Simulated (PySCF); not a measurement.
## Computed χzz against gas-phase spectroscopy

Values to reproduce (atoms as numbered below): 14N at N2: χzz = -7.0854 MHz [1].
[1] measured, gas; W. C. Bailey, Calculation of NQCC in Gaseous State Molecules (compilation of microwave values)

Species: nitrogen trifluoride, NF₃.
Z-matrix (Å and degrees, GFN2-xTB geometry), rows numbered from 1:
```
F 
N   1  1.3586
F   2  1.3589  1  103.24
F   2  1.3593  1  103.23  3   107.25
```

Problem. What do the calculations give?

Solution. PySCF, non-relativistic, all at one geometry, with Q(14N) = 0.02044 b:

```
        level  functions  14N N2 (MHz)  computed/reference − 1 (%)
  B3LYP/pcJ-1        108        -8.003                       +13.0
PBE0/pcSseg-1         68        -7.964                       +12.4
```

Closest here is PBE0/pcSseg-1 (12.4 % unsigned error), furthest B3LYP/pcJ-1 (13.0 %); one molecule doesn't rank methods. Computed values are for fixed nuclei, while measured ones can include vibrational averaging. GFN2-xTB bond lengths can be off by several hundredths of an ångström, more for odd bonds, and the gradients follow them.
